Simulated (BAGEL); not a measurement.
# Cl2 (chlorine): a chain of runs

We compute a single-point energy (HF/def2-TZVP), then a single-point energy (NEVPT2(2,2)/def2-TZVP), then the energy (CASPT2(2,2)/def2-TZVP) of Cl2 (chlorine). 

The calculation is run with BAGEL 1.2.2.

## (1) Starting point

Cl2 has 2 atoms, charge 0, and is taken as a singlet. SMILES: `ClCl`. The Cl1–Cl2 distance was set to 2.280 Å, away from the relaxed value.

Bond lengths: Cl1–Cl2 2.280 Å.

## (2) The energy at HF/def2-TZVP (density fitting with svp-jkfit) (run 1)

hf.json

```json
{ "bagel" : [

{
  "title" : "molecule",
  "basis" : "def2-tzvp.json",
  "df_basis" : "svp-jkfit",
  "angstrom" : "true",
  "geometry" : [
    { "atom" : "Cl", "xyz" : [       1.099410,      -0.366084,       0.563687 ] },
    { "atom" : "Cl", "xyz" : [      -0.845690,       0.281600,      -0.433600 ] }
  ]
},

{ "title" : "hf" },

{ "title" : "print", "file" : "orbitals.molden", "orbitals" : "true" }

]}
```

The basis set def2-TZVP is read from a file made from the Basis Set Exchange's data (not shown).

Run with:

```sh
$ BAGEL_NUM_THREADS=1 BAGEL hf.json > hf.out
```

What it wrote:

```text
* using 1 threads per process

  ===============================================================
  ===============================================================

  *** Geometry ***

  { "atom" : "Cl", "xyz" : [      2.077584,     -0.691798,      1.065214 ] },
  { "atom" : "Cl", "xyz" : [     -1.598122,      0.532147,     -0.819385 ] },

  Number of auxiliary basis functions:      256

  Since a DF basis is specified, we compute 2- and 3-index integrals:
    o Being stored without compression. Storage requirement is 0.011 GB

  Number of basis functions:       74
  Number of electrons      :       34

    * METHOD: MOLECULE                             0.04

  *** RHF ***

  === Nuclear Repulsion ===
    67.0814045160

      * DIIS with orbital gradients will be used.

  === RHF iteration (def2-tzvp.json) ===
      0       -918.94430834          0.00622703           0.01
      1       -918.95526617          0.00168381           0.01
      2       -918.95616704          0.00059771           0.01
      3       -918.95629743          0.00011556           0.01
      4       -918.95630262          0.00002628           0.01
      5       -918.95630286          0.00000303           0.01
      6       -918.95630287          0.00000042           0.01
      7       -918.95630287          0.00000008           0.01
      8       -918.95630287          0.00000002           0.01
      9       -918.95630287          0.00000000           0.01
    * SCF iteration converged.

    * Permanent dipole moment:
           (   -0.000000,     0.000000,    -0.000000) a.u.

    * METHOD: HF                                   0.12

    * METHOD: PRINT                                0.01

  ===============================================================
```

Run time: 0.34 s. Hardware: 1 thread of AMD EPYC 9R45 (Zen 5), shared host.

## (3) The energy at NEVPT2(2,2)/def2-TZVP (density fitting with svp-jkfit) (run 2)

calc.json

```json
{ "bagel": [

{
  "title": "molecule",
  "basis": "def2-tzvp.json",
  "df_basis": "svp-jkfit",
  "angstrom": true,
  "geometry": [
    { "atom": "Cl", "xyz": [       1.099410,      -0.366084,       0.563687 ] },
    { "atom": "Cl", "xyz": [      -0.845690,       0.281600,      -0.433600 ] }
  ]
},

{ "title": "hf", "charge": 0 },

{
  "title": "nevpt2",
  "nstate": 1,
  "nact": 2,
  "nclosed": 16,
  "charge": 0,
  "active": [13, 18],
  "maxiter": 200,
  "natocc": true,
  "ncore": 10
},

{ "title": "print", "file": "orbitals.molden", "orbitals": true }

]}
```

The basis set def2-TZVP is read from a file made from the Basis Set Exchange's data (not shown).

Run with:

```sh
$ BAGEL_NUM_THREADS=1 BAGEL calc.json > calc.out
```

What it wrote:

```text
* using 1 threads per process

  ===============================================================
  ===============================================================

  *** Geometry ***

  { "atom" : "Cl", "xyz" : [      2.077584,     -0.691798,      1.065214 ] },
  { "atom" : "Cl", "xyz" : [     -1.598122,      0.532147,     -0.819385 ] },

  Number of auxiliary basis functions:      256

  Since a DF basis is specified, we compute 2- and 3-index integrals:
    o Being stored without compression. Storage requirement is 0.011 GB

  Number of basis functions:       74
  Number of electrons      :       34

    * METHOD: MOLECULE                             0.04

  *** RHF ***

  === Nuclear Repulsion ===
    67.0814045160

      * DIIS with orbital gradients will be used.

  === RHF iteration (def2-tzvp.json) ===
      0       -918.94430834          0.00622703           0.01
      1       -918.95526617          0.00168381           0.01
      2       -918.95616704          0.00059771           0.01
      3       -918.95629743          0.00011556           0.01
      4       -918.95630262          0.00002628           0.01
      5       -918.95630286          0.00000303           0.01
      6       -918.95630287          0.00000042           0.01
      7       -918.95630287          0.00000008           0.01
      8       -918.95630287          0.00000002           0.01
      9       -918.95630287          0.00000000           0.01
    * SCF iteration converged.

    * Permanent dipole moment:
           (   -0.000000,     0.000000,    -0.000000) a.u.

    * METHOD: HF                                   0.12

    * freezing 10 orbitals
  ---------------------------
      CASSCF calculation
  ---------------------------

    ==== Active orbitals : =====
         Orbital 13
         Orbital 18
    ============================

    * nstate   :      1
    * nclosed  :     16
    * nact     :      2
    * nvirt    :     56
  === CASSCF iteration (def2-tzvp.json) ===

    * Using the second-order algorithm

      0  0      -918.98293417     3.28e-03      0.00

      1  0      -918.99233317     3.69e-04      0.05

      2  0      -918.99239662     3.98e-05      0.05

      3  0      -918.99239714     4.20e-06      0.05

      4  0      -918.99239714     4.31e-07      0.05

      5  0      -918.99239714     4.43e-08      0.05

      6  0      -918.99239714     4.56e-09      0.04

    * Second-order optimization converged. *

     guess   0:   closed 1.                   open ..

  === FCI iteration ===

      0  0      -918.95474785     7.34e-02      0.00
      1  0 *    -918.99239714     4.82e-12      0.00

     * ci vector, state   0, <S^2> = 0.0000
       2.    -0.9686460769
       .2     0.2484447177

  === DF-NEVPT2 calculation ===

    * 3-index integral transformation done
    * assembly done

      NEVPT2 correlation energy:   -0.3467708910      0.04

          (+0)     -0.2085072781
          (+0)'    -0.0342977746
          (+1)     -0.0262419325
          (+1)'    -0.0000000000
          (+2)     -0.0018760393
          (-1)     -0.0714333476
          (-1)'     0.0000000000
          (-2)     -0.0044145189

      NEVPT2 total energy:       -919.3391680324

    * METHOD: NEVPT2                               0.37

    * METHOD: PRINT                                0.01

  ===============================================================
```

Run time: 0.72 s. Hardware: 1 thread of AMD EPYC 9R45 (Zen 5), shared host.

## (4) A single-point energy at CASPT2(2,2)/def2-TZVP (density fitting with svp-jkfit) (run 3)

input.json

```json
{ "bagel" : [

{
  "title" : "molecule",
  "basis" : "def2-tzvp.json",
  "df_basis" : "svp-jkfit",
  "angstrom" : true,
  "geometry" : [
    { "atom" : "Cl", "xyz" : [       1.099410,      -0.366084,       0.563687 ] },
    { "atom" : "Cl", "xyz" : [      -0.845690,       0.281600,      -0.433600 ] }
  ]
},

{ "title" : "hf" },

{ "title" : "casscf", "nstate" : 1, "nact" : 2, "nclosed" : 16, "active" : [13, 18], "maxiter" : 200, "natocc" : true },

{ "title" : "print", "file" : "orbitals.molden", "orbitals" : true },

{ "title" : "smith", "method" : "caspt2", "ms" : true, "xms" : true, "sssr" : true, "shift" : 0.2, "shift_imag" : true, "ncore" : 10 }

]}
```

The basis set def2-TZVP is read from a file made from the Basis Set Exchange's data (not shown).

Run with:

```sh
$ BAGEL_NUM_THREADS=1 BAGEL input.json > input.out
```

What it wrote:

```text
* using 1 threads per process

  ===============================================================
  ===============================================================

  *** Geometry ***

  { "atom" : "Cl", "xyz" : [      2.077584,     -0.691798,      1.065214 ] },
  { "atom" : "Cl", "xyz" : [     -1.598122,      0.532147,     -0.819385 ] },

  Number of auxiliary basis functions:      256

  Since a DF basis is specified, we compute 2- and 3-index integrals:
    o Being stored without compression. Storage requirement is 0.011 GB

  Number of basis functions:       74
  Number of electrons      :       34

    * METHOD: MOLECULE                             0.04

  *** RHF ***

  === Nuclear Repulsion ===
    67.0814045160

      * DIIS with orbital gradients will be used.

[... 6 lines left out ...]
    * SCF iteration converged.
[... 1 line left out ...]
    * Permanent dipole moment:
[... 27 lines left out ...]
    * Second-order optimization converged. *
[... 8 lines left out ...]
     * ci vector, state   0, <S^2> = 0.0000
[... 16 lines left out ...]
    * Zeroth order energy : state  0       -0.9972349565

    * CASPT2 iteration is performed using orthogonal basis

      -------------------------------------------  CASPT2 iteration  ---------------------------------------------------
       #      aibj      arbs      arbi      airj      risj      airs      arst      rist         Etot      error   time
      ------------------------------------------------------------------------------------------------------------------

       0  -0.20748  -0.00534  -0.07333  -0.02725  -0.00249  -0.03157  -0.00000  -0.00000   -0.3474725  0.0013316   0.02
       1  -0.20752  -0.00535  -0.07338  -0.02735  -0.00254  -0.03177  -0.00000  -0.00000   -0.3479184  0.0001223   0.01
       2  -0.20752  -0.00535  -0.07338  -0.02736  -0.00254  -0.03177  -0.00000  -0.00000   -0.3479231  0.0000157   0.01
       3  -0.20752  -0.00535  -0.07338  -0.02736  -0.00254  -0.03177   0.00000   0.00000   -0.3479231  0.0000018   0.02
       4  -0.20752  -0.00535  -0.07338  -0.02736  -0.00254  -0.03177   0.00000   0.00000   -0.3479231  0.0000002   0.02

      ------------------------------------------------------------------------------------------------------------------

    * CASPT2 energy : state  0     -919.3425502191
        w/o shift correction       -919.3403202563
        reference weight              0.8854625276

    * METHOD: SMITH                                0.12

  ===============================================================
```

Wall time 0.78 s (1 thread of AMD EPYC 9R45 (Zen 5), shared host).

## (5) Outcome

| quantity | value |
| --- | --- |
| run 1, HF/def2-TZVP: total energy | -918.95630 Eh |
| run 1, HF/def2-TZVP: dipole moment | 0.00 D |
| run 1, HF/def2-TZVP: HOMO energy | -12.75 eV |
| run 1, HF/def2-TZVP: LUMO energy | -1.22 eV |
| run 1, HF/def2-TZVP: HOMO–LUMO gap | 11.53 eV |
| run 2, NEVPT2(2,2)/def2-TZVP: total energy | -919.33917 Eh |
| run 3, CASPT2(2,2)/def2-TZVP: total energy | -919.34255 Eh |
